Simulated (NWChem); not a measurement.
System: C₂H₃, doublet; SMILES [CH]=C

NWChem input:

```
start job
memory heap 200 mb stack 900 mb global 1100 mb
geometry units angstroms noautoz
  C     -0.109974    -0.713094     0.000000
  C     -0.009866     0.594197     0.000000
  H      0.552251    -1.579189     0.000000
  H      0.967903     1.102266     0.000000
  H     -0.893701     1.244697     0.000000
end
basis spherical
  * library def2-tzvp
end
dft
  odft
  mult 2
  xc hfexch
  iterations 150
  mulliken
end
task dft energy
```

Parts of the log:

```
             Northwest Computational Chemistry Package (NWChem) 7.3.0
             --------------------------------------------------------

 CS  symmetry detected

                             Geometry "geometry" -> ""
                             -------------------------

 Output coordinates in angstroms (scale by  1.889725989 to convert to a.u.)

  No.       Tag          Charge          X              Y              Z
 ---- ---------------- ---------- -------------- -------------- --------------
    1 C                    6.0000    -0.10772200    -0.71614138     0.00000000
    2 C                    6.0000    -0.00046177     0.59058224     0.00000000
    3 H                    1.0000     0.54975366    -1.58584723     0.00000000
    4 H                    1.0000     0.98007283     1.09329310     0.00000000
    5 H                    1.0000    -0.88072389     1.24590900     0.00000000

 Effective nuclear repulsion energy (a.u.)      28.2858522281

      Symmetry information
      --------------------

 Group name             Cs
 Group number              2
 Group order               2
 No. of unique centers     5

  xc_inp: hfexch multiplicative factor not found.

                                 NWChem DFT Module
                                 -----------------

 Summary of "ao basis" -> "ao basis" (spherical)
 ------------------------------------------------------------------------------
       Tag                 Description            Shells   Functions and Types
 ---------------- ------------------------------  ------  ---------------------
 C                         def2-tzvp                11       31   5s3p2d1f
 H                         def2-tzvp                 4        6   3s1p

      Symmetry analysis of basis
      --------------------------

        a'         57
        a"         23

            General Information
            -------------------
          SCF calculation type: DFT
          Wavefunction type:  spin polarized.
          No. of atoms     :     5
          No. of electrons :    15
           Alpha electrons :     8
            Beta electrons :     7
          Charge           :     0
          Spin multiplicity:     2
          Use of symmetry is: on ; symmetry adaption is: on
          Maximum number of iterations: 150
          AO basis - number of functions:    80
                     number of shells:    34
          Convergence on energy requested:  1.00D-06
          Convergence on density requested:  1.00D-05
          Convergence on gradient requested:  5.00D-04

              XC Information
              --------------
                     Hartree-Fock (Exact) Exchange  1.000

      Superposition of Atomic Density Guess
      -------------------------------------

 Sum of atomic energies:         -76.84208400

      Non-variational initial energy
      ------------------------------

 Total energy =     -77.708788
 1-e energy   =    -157.630237
 2-e energy   =      51.635597
 HOMO         =      -0.168035
 LUMO         =       0.018306

   Symmetry analysis of molecular orbitals - initial alpha
   -------------------------------------------------------

  Numbering of irreducible representations:

     1 a'          2 a"

  Orbital symmetries:

     1 a'          2 a'          3 a'          4 a'          5 a'
     6 a'          7 a"          8 a'          9 a"         10 a'
    11 a'         12 a'         13 a'         14 a'         15 a"
    16 a'         17 a'         18 a'

   Symmetry analysis of molecular orbitals - initial beta
   ------------------------------------------------------

  Numbering of irreducible representations:

     1 a'          2 a"

  Orbital symmetries:

     1 a'          2 a'          3 a'          4 a'          5 a'
     6 a'          7 a"          8 a'          9 a"         10 a'
    11 a'         12 a'         13 a'         14 a'         15 a"
    16 a'         17 a'         18 a'

     ---------------------------------------------
      Total Density - Mulliken Population Analysis
     ---------------------------------------------

    Atom       Charge   Shell Charges
 -----------   ------   -------------------------------------------------------
    1 C    6     6.15   0.86  1.12  0.60  0.68  0.16  1.08  1.17  0.45  0.01  0.02  0.01
    2 C    6     6.42   0.86  1.12  0.57  0.66  0.12  1.23  1.34  0.46  0.02  0.03  0.01
    3 H    1     0.80   0.22  0.42  0.13  0.02
    4 H    1     0.81   0.23  0.43  0.14  0.02
    5 H    1     0.81   0.23  0.44  0.12  0.02

     --------------------------------------------
      Spin Density - Mulliken Population Analysis
     --------------------------------------------

    Atom       Charge   Shell Charges
 -----------   ------   -------------------------------------------------------
    1 C    6     0.76   0.00 -0.00  0.02  0.03  0.03  0.25  0.28  0.16  0.00 -0.00  0.00
    2 C    6     0.06   0.00 -0.00  0.00  0.00  0.00  0.02  0.01 -0.00  0.01  0.02  0.00
    3 H    1     0.04   0.01  0.02  0.01  0.00
    4 H    1     0.10   0.02  0.04  0.03  0.00
    5 H    1     0.04   0.01  0.02  0.00  0.00

   convergence    iter        energy       DeltaE   RMS-Dens  Diis-err
 ---------------- ----- ----------------- --------- --------- ---------
 d= 0,ls=0.0,diis     1    -77.3746511784 -1.06D+02  2.33D-03  4.04D-02
                                                     1.43D-03  3.76D-02
 d= 0,ls=0.0,diis     2    -77.4089402186 -3.43D-02  1.18D-03  3.78D-03
                                                     6.05D-04  5.67D-03
 d= 0,ls=0.0,diis     3    -77.4150780021 -6.14D-03  4.83D-04  9.58D-04
                                                     2.61D-04  8.31D-04
 d= 0,ls=0.0,diis     4    -77.4165274298 -1.45D-03  2.46D-04  1.77D-04
                                                     2.19D-04  3.80D-04
 d= 0,ls=0.0,diis     5    -77.4172547482 -7.27D-04  2.19D-04  2.01D-04
                                                     1.74D-04  1.26D-04
  Resetting Diis
 d= 0,ls=0.0,diis     6    -77.4178565430 -6.02D-04  2.76D-04  1.25D-04
                                                     2.66D-04  1.42D-04
 d= 0,ls=0.0,diis     7    -77.4186512571 -7.95D-04  1.09D-04  1.11D-04
                                                     1.06D-04  1.06D-04
 d= 0,ls=0.0,diis     8    -77.4189465140 -2.95D-04  8.40D-04  9.70D-05
                                                     8.33D-04  9.91D-05
 d= 0,ls=0.0,diis     9    -77.4205443724 -1.60D-03  3.86D-04  2.89D-05
                                                     3.61D-04  1.18D-05
 d= 0,ls=0.0,diis    10    -77.4207099686 -1.66D-04  2.37D-04  3.45D-06
                                                     2.31D-04  5.37D-06
 d= 0,ls=0.0,diis    11    -77.4206602524  4.97D-05  1.75D-04  6.45D-06
                                                     1.69D-04  5.30D-06
 d= 0,ls=0.0,diis    12    -77.4207174783 -5.72D-05  9.48D-06  1.61D-07
                                                     7.07D-06  1.24D-07
 d= 0,ls=0.0,diis    13    -77.4207179278 -4.50D-07  1.87D-05  4.20D-08
                                                     1.78D-05  5.72D-08
 d= 0,ls=0.0,diis    14    -77.4207181487 -2.21D-07  4.10D-06  8.83D-09
                                                     4.10D-06  8.67D-09

         Total DFT energy =      -77.420718148655
      One electron energy =     -159.258161566360
           Coulomb energy =       64.950105577074
    Exchange-Corr. energy =      -11.398514387478
 Nuclear repulsion energy =       28.285852228108

 Numeric. integr. density =        0.000000000000

                  Occupations of the irreducible representations
                  ----------------------------------------------

                     irrep           alpha         beta
                     --------     --------     --------
                     a'                7.0          6.0
                     a"                1.0          1.0

                    DFT Final Alpha Molecular Orbital Analysis
                    ------------------------------------------

 Vector    6  Occ=1.000000D+00  E=-5.991276D-01  Symmetry=a'
              MO Center= -2.5D-01,  2.7D-01,  7.2D-16, r^2= 1.7D+00
   Bfn.  Coefficient  Atom+Function         Bfn.  Coefficient  Atom+Function
  ----- ------------  ---------------      ----- ------------  ---------------
     7      0.237282  1 C  py                76     -0.233215  5 H  s
    38     -0.221678  2 C  py                10      0.197775  1 C  py
    37      0.187867  2 C  px                40      0.148500  2 C  px
    75     -0.148438  5 H  s                 41     -0.142199  2 C  py
    64     -0.101807  3 H  s                  6      0.094199  1 C  px

 Vector    7  Occ=1.000000D+00  E=-4.097513D-01  Symmetry=a"
              MO Center= -7.5D-02, -3.5D-01, -2.3D-14, r^2= 1.4D+00
   Bfn.  Coefficient  Atom+Function         Bfn.  Coefficient  Atom+Function
  ----- ------------  ---------------      ----- ------------  ---------------
    11      0.357117  1 C  pz                 8      0.351843  1 C  pz
    14      0.202650  1 C  pz                39      0.193824  2 C  pz
    42      0.176399  2 C  pz                45      0.093280  2 C  pz

 Vector    8  Occ=1.000000D+00  E=-4.017649D-01  Symmetry=a'
              MO Center= -1.6D-01, -4.1D-01,  2.4D-14, r^2= 1.9D+00
   Bfn.  Coefficient  Atom+Function         Bfn.  Coefficient  Atom+Function
  ----- ------------  ---------------      ----- ------------  ---------------
     9      0.368521  1 C  px                 6      0.363848  1 C  px
    12      0.236244  1 C  px                70     -0.173812  4 H  s
     4     -0.147420  1 C  s                 76      0.133899  5 H  s
     5     -0.124556  1 C  s                 64      0.123486  3 H  s
    37     -0.116879  2 C  px                10      0.110072  1 C  py

 Vector    9  Occ=0.000000D+00  E= 1.472811D-01  Symmetry=a"
              MO Center= -1.8D-02,  3.1D-01,  1.9D-13, r^2= 3.2D+00
   Bfn.  Coefficient  Atom+Function         Bfn.  Coefficient  Atom+Function
  ----- ------------  ---------------      ----- ------------  ---------------
    45      1.016992  2 C  pz                14     -0.780932  1 C  pz
    39      0.249841  2 C  pz                 8     -0.201098  1 C  pz
    11     -0.172787  1 C  pz                42      0.151871  2 C  pz
    21      0.035759  1 C  d -1

 Vector   10  Occ=0.000000D+00  E= 1.805053D-01  Symmetry=a'
              MO Center=  7.4D-01, -2.3D-02, -3.1D-14, r^2= 6.4D+00
   Bfn.  Coefficient  Atom+Function         Bfn.  Coefficient  Atom+Function
  ----- ------------  ---------------      ----- ------------  ---------------
    36      3.306770  2 C  s                 65     -2.248562  3 H  s
    71     -1.784651  4 H  s                 77     -1.592316  5 H  s
    13     -1.251746  1 C  py                12      0.685072  1 C  px
    44      0.384368  2 C  py                64      0.330788  3 H  s
     5      0.288991  1 C  s                 70      0.285282  4 H  s

 Vector   11  Occ=0.000000D+00  E= 1.855975D-01  Symmetry=a'
              MO Center=  7.6D-02, -4.0D-01, -1.1D-13, r^2= 7.7D+00
   Bfn.  Coefficient  Atom+Function         Bfn.  Coefficient  Atom+Function
  ----- ------------  ---------------      ----- ------------  ---------------
     5      2.985751  1 C  s                 36     -2.953162  2 C  s
    65     -2.631281  3 H  s                 77      1.768925  5 H  s
    71      0.981765  4 H  s                  4      0.927455  1 C  s
    35     -0.930229  2 C  s                 12      0.820559  1 C  px
    10      0.767644  1 C  py                41      0.722424  2 C  py

                     DFT Final Beta Molecular Orbital Analysis
                     -----------------------------------------

 Vector    5  Occ=1.000000D+00  E=-6.112158D-01  Symmetry=a'
              MO Center=  2.7D-01,  7.6D-02,  8.0D-16, r^2= 1.7D+00
   Bfn.  Coefficient  Atom+Function         Bfn.  Coefficient  Atom+Function
  ----- ------------  ---------------      ----- ------------  ---------------
     7      0.239904  1 C  py                38     -0.239281  2 C  py
    41     -0.191532  2 C  py                70     -0.178999  4 H  s
    37     -0.176642  2 C  px                64     -0.160310  3 H  s
    10      0.156617  1 C  py                40     -0.149157  2 C  px
    69     -0.125403  4 H  s                 63     -0.106630  3 H  s

 Vector    6  Occ=1.000000D+00  E=-5.693879D-01  Symmetry=a'
              MO Center= -1.1D-01,  4.7D-01, -2.3D-16, r^2= 1.8D+00
   Bfn.  Coefficient  Atom+Function         Bfn.  Coefficient  Atom+Function
  ----- ------------  ---------------      ----- ------------  ---------------
    37      0.267881  2 C  px                40      0.225359  2 C  px
    76     -0.218726  5 H  s                  7      0.150708  1 C  py
    38     -0.147257  2 C  py                75     -0.147556  5 H  s
    70      0.137562  4 H  s                 64     -0.127479  3 H  s
    41     -0.118333  2 C  py                43      0.107717  2 C  px

 Vector    7  Occ=1.000000D+00  E=-3.970002D-01  Symmetry=a"
              MO Center= -2.1D-02,  2.6D-01,  6.4D-16, r^2= 1.4D+00
   Bfn.  Coefficient  Atom+Function         Bfn.  Coefficient  Atom+Function
  ----- ------------  ---------------      ----- ------------  ---------------
    42      0.357901  2 C  pz                39      0.349221  2 C  pz
    45      0.225973  2 C  pz                 8      0.185802  1 C  pz
    11      0.163088  1 C  pz                14      0.082801  1 C  pz

 Vector    8  Occ=0.000000D+00  E= 1.081338D-01  Symmetry=a'
              MO Center= -3.8D-01, -7.4D-01, -5.3D-17, r^2= 2.8D+00
   Bfn.  Coefficient  Atom+Function         Bfn.  Coefficient  Atom+Function
  ----- ------------  ---------------      ----- ------------  ---------------
    13      0.682124  1 C  py                71     -0.618154  4 H  s
    65      0.558126  3 H  s                 36     -0.535101  2 C  s
    12      0.433619  1 C  px                77      0.346761  5 H  s
    43      0.265058  2 C  px                 5     -0.239706  1 C  s
     6      0.236993  1 C  px                44      0.200432  2 C  py

 Vector    9  Occ=0.000000D+00  E= 1.646808D-01  Symmetry=a"
              MO Center= -5.6D-02, -4.5D-01, -2.3D-14, r^2= 3.3D+00
   Bfn.  Coefficient  Atom+Function         Bfn.  Coefficient  Atom+Function
  ----- ------------  ---------------      ----- ------------  ---------------
    14      1.068807  1 C  pz                45     -0.831608  2 C  pz
     8      0.248737  1 C  pz                39     -0.181809  2 C  pz
    42     -0.141812  2 C  pz                11      0.132311  1 C  pz
    52     -0.037087  2 C  d -1              23     -0.028350  1 C  d  1
    68      0.025840  3 H  pz

 Vector   10  Occ=0.000000D+00  E= 1.807750D-01  Symmetry=a'
              MO Center=  8.7D-02,  1.3D+00, -4.0D-15, r^2= 5.2D+00
   Bfn.  Coefficient  Atom+Function         Bfn.  Coefficient  Atom+Function
  ----- ------------  ---------------      ----- ------------  ---------------
    36      4.310559  2 C  s                 77     -2.316157  5 H  s
    71     -1.968315  4 H  s                  5     -1.225737  1 C  s
    13     -0.973143  1 C  py                35      0.732022  2 C  s
    65     -0.533760  3 H  s                  4     -0.521331  1 C  s
    10     -0.510828  1 C  py                41     -0.476180  2 C  py

     ---------------------------------------------
      Total Density - Mulliken Population Analysis
     ---------------------------------------------

[...]
```

Level: UHF/def2-TZVP. In the optimisation the excess spin sits in a' (Cs, its own frame). Geometry: optimised at PBE0/def2-SVP, spin-unrestricted. The determinant is spin-contaminated (<S²> = 0.95). No stability test was run on the SCF state.
